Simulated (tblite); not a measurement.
C₄H₆N (doublet state).
Numbering: `[CH2:1][CH2:2][CH2:3][C:4]#[N:5]` (hydrogens: H6, H7 on C1; H8, H9 on C2; H10, H11 on C3)

Structure optimised with GFN2-xTB, isolated species. This method treats the open shell by occupation alone, without spin polarisation.

Problem. What internal coordinates does the optimisation give?

Solution. 
```csv
bond,length (pm),order
C1–C2,147.1,single
C2–C3,154.3,single
C3–C4,143.9,single
C4≡N5,114.3,triple
"C1–H6, C1–H7",107.2,single
C2–H8,110.3,single
C2–H9,109.4,single
"C3–H10, C3–H11",109.4,single
```

Bonds in one row agree within 1 pm and their mean is given. Orders are formal, as drawn. A selection of angles:
```csv
angle,degrees
C2–C1–H6,120.4
C2–C1–H7,120.7
H6–C1–H7,118.7
C1–C2–C3,112.0
C1–C2–H8,110.5
C1–C2–H9,110.5
C3–C2–H8,107.5
C3–C2–H9,109.9
H8–C2–H9,106.4
C2–C3–C4,110.7
C2–C3–H10,110.0
C4–C3–H10,108.7
H10–C3–H11,108.5
C3–C4–N5,178.5
```

Dihedral angles: C1–C2–C3–C4 179° (antiperiplanar). The mirror-image conformer, all signs reversed, is as good.

C1 (carbon bonded to C and 2 H) is planar (angles 120.7°, 120.4° and 118.7°, sum 359.8°, 0.03 Å off the plane of its three neighbours). The 5 heavy atoms lie in one plane (0.005 Å rms). The 3 C–C bonds span 1.439 Å (C3–C4, drawn single) to 1.543 Å (C2–C3, drawn single), a spread of 0.104 Å.

GFN2-xTB frequencies show an imaginary mode (28i cm⁻¹), so the point is no minimum at that level. Torsions: H–C1–C2–C3 -37° and 148°, C1–C2–C3–C4 179°.

Hardware: one thread, Arm Neoverse V2 (aarch64), no GPU, shared host with 32 logical CPUs at a one-minute load of 15. Cost: under 0.1 s. That covers the optimisation of the geometry.

The numbers are calculated, not measured.
